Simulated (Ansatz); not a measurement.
We consider rock-salt RbBr, described by r²SCAN (plane waves, PAW; Ansatz, a quantum-chemistry and plane-wave program).

A relaxed, unreconstructed slab of the (100) face has 8 atoms, two equal faces of 23.979 Å² each and an energy of -24298.9824 eV. A bulk cell of 4 atoms with the same orientation and in-plane k mesh has -12149.6660 eV. Energies are extrapolated to zero smearing.

Run with plane-wave cutoff 500 eV, 6×6×1 k mesh (along the axes of the cell as run), gaussian smearing 0.02 eV, scalar-relativistic PAW data made under PBE.

Worked out: γ = (E_slab − N E_bulk per atom)/2A = [-24298.9824 − 8 × (-12149.6660/4)]/(2 × 23.979) = 0.0073 eV/Å². With 16.022 J/m² per eV/Å² this is 0.12 J/m², or 0.17 eV per surface cell and face.
